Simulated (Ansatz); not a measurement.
System: bcc K. Method: HSE06 (PAW; Ansatz, a quantum-chemistry and plane-wave program).

Settings: plane-wave cutoff 460 eV, 10×10×10 k mesh, Fermi–Dirac smearing 0.05 eV, scalar-relativistic PAW data made under PBE.

Cell (relaxed at this level):

```
K
1.0
   -2.66541     2.66541     2.66541
    2.66541    -2.66541     2.66541
    2.66541     2.66541    -2.66541
K
1
Direct
  0.00000   0.00000   0.00000
```

Task: Estimate the bulk modulus B0 and pressure derivative B′ of the bulk modulus that the calculation returns.

Result: 
- bulk modulus B0: 3.47 GPa
- pressure derivative B′ of the bulk modulus: 3.8

Measured, for comparison: bulk modulus 3.75 GPa (corrected for temperature and zero-point phonon effects; as tabulated in Levämäki et al. (2014), arXiv:1402.3671). Computed (rounded) less measured: bulk modulus -7 %.

Static lattice: no zero-point or thermal effects.
